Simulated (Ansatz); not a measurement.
**Basis or method: vertical ionisation to the doublet of HOAl**

HOAl, singlet; coordinates (Å): Al 0.000 0.000 1.433; O 0.000 0.000 -0.241; H 0.000 0.000 -1.192. Quantity: vertical ionisation to the doublet.

Ansatz 0.2.0, basis 6-31G or cc-pVDZ; geometries are PBE0/def2-TZVP minima. Wave-function levels freeze the cores; HF, MP2 and coupled cluster are restricted for singlets and unrestricted otherwise, Kohn–Sham unrestricted where that lies lower. The reference is CCSDTQ or full CI (coupled cluster only where its series has nearly closed). Semilocal and hybrid functionals correlate all electrons outside any core potential and usually lie nearer their basis limit than the reference, so part of their error here is the reference's basis and frozen-core error; RPA and the MP2 part of double hybrids freeze the same cores as the reference. None of these values is a measured one. Energies are electronic, without zero-point terms. No spin–orbit coupling and no scalar relativity. The species are chosen: bound, without strong static correlation by their natural occupations or amplitudes, in their lowest spin state as far as vertical gaps and like structures tell, with only the lowest ion state computed, and with a ladder that closes on the reference, so errors are smaller than for species at large; levels whose determinant breaks symmetry or spin markedly are left out.

| level | 6-31G (eV) | cc-pVDZ (eV) |
| --- | --- | --- |
| reference | 8.533 (full CI) | 8.833 (CCSDTQ) |
| HF | 7.985 | 7.932 |
| MP2 | 8.312 | 8.530 |
| CCSD(T) | 8.534 | 8.833 |
| CCSDT | 8.529 | 8.832 |
| CCSDT(Q) | 8.529 | 8.832 |
| PBE | 8.955 | 8.959 |
| r2SCAN | 8.769 | 8.777 |

From 6-31G to cc-pVDZ the reference moves by 0.300 eV and PBE by 0.004; the step from CCSD(T) to the reference is -0.001 in the first and 0.000 in the last.
